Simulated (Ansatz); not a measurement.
Write a Python script for the Ansatz DFT code, driven from Python that makes a ranking of conformers of C3H7NS, SMILES CC(N)=CS. Settings (for the species named): r2SCAN, def2-SVP basis, multiplicity 1.

The script, `c3h7ns_conformers.py`:
```python
"""Rank force-field conformers of C3H7NS by single points."""

import ansatz as az
from rdkit import Chem
from rdkit.Chem import AllChem


def main() -> None:
    rd = Chem.AddHs(Chem.MolFromSmiles("CC(N)=CS"))
    ids = list(AllChem.EmbedMultipleConfs(rd, numConfs=20, randomSeed=686, pruneRmsThresh=0.4))
    field = [energy for _, energy in AllChem.MMFFOptimizeMoleculeConfs(rd)]
    distinct = {round(e, 2): i for i, e in zip(ids, field)}
    chosen = sorted(distinct.items())[:5]
    found = []
    for force_field, index in chosen:
        geometry = az.Crystal.molecule()
        for atom, xyz in zip(rd.GetAtoms(), rd.GetConformer(index).GetPositions()):
            geometry = geometry.atom(atom.GetSymbol(), xyz.round(5).tolist())
        job = (
            geometry.calculation()
            .basis(gaussian="def2-SVP")
            .functional("r2scan")
        )
        found.append(job.run().report["free_energy_ev"])
    print("conformer   MMFF (kcal/mol)   this level (kcal/mol)")
    for (force_field, index), e in zip(chosen, found):
        print(f"{index:9d} {force_field - chosen[0][0]:17.2f} {23.060548 * (e - min(found)):17.3f}")


if __name__ == "__main__":
    main()
```

`python c3h7ns_conformers.py` gives:
```text
conformer   MMFF (kcal/mol)   this level (kcal/mol)
        1              0.00             0.000
        0              3.85             4.329
```

The conformers keep their force-field geometries. It ran for 14 s on 1 thread of Arm Neoverse V1, with other jobs on the host, peak memory 0.27 GiB.
